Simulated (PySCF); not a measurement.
CH3F, SMILES CF (connectivity only; charge and spin as stated), charge +1, multiplicity 2. Atoms are numbered in the order given.

```xyz
5

C      0.0828     0.5663     0.0000
F     -0.0188    -0.7167     0.0000
H      1.0886     0.9794     0.0000
H     -0.7083     1.0367    -0.7247
H     -0.7083     1.0367     0.7247
```
Charge +1, spin multiplicity 2.

Coordinates come from a B3LYP-D3(BJ)/def2-TZVP optimisation. The spin state was assumed, not searched.

Two levels are set side by side: PBE/pcH-1 (PySCF) and PBE0/pcH-1 (PySCF). Contact hyperfine couplings, same geometry. Differences are taken from unrounded values.

```json
[
 {"quantity": "A(iso) of 13C, atom C1 (MHz)", "PBE0": "-28.1"},
 {"quantity": "A(iso) of 19F, atom F2 (MHz)", "PBE0": "200.6"},
 {"quantity": "A(iso) of 1H, atom H3 (MHz)", "PBE0": "-35.1"},
 {"quantity": "A(iso) of 1H, atom H4 (MHz)", "PBE0": "523.8"},
 {"quantity": "A(iso) of 1H, atom H5 (MHz)", "PBE0": "523.8"}
]
```

**Question.** What does PBE give, and how far is it from PBE0? (An estimate is asked for; the answer gives what the named calculation found.)

**Answer.** 
```csv
quantity,PBE,PBE minus PBE0
"A(iso) of 13C, atom C1 (MHz)",-22.3,5.8
"A(iso) of 19F, atom F2 (MHz)",94.7,-106.0
"A(iso) of 1H, atom H3 (MHz)",-31.9,3.2
"A(iso) of 1H, atom H4 (MHz)",505.2,-18.7
"A(iso) of 1H, atom H5 (MHz)",505.2,-18.7
```

Rough cost on one machine, each run with all the roots and properties that it gave: PBE0 against PBE within a factor of 2.
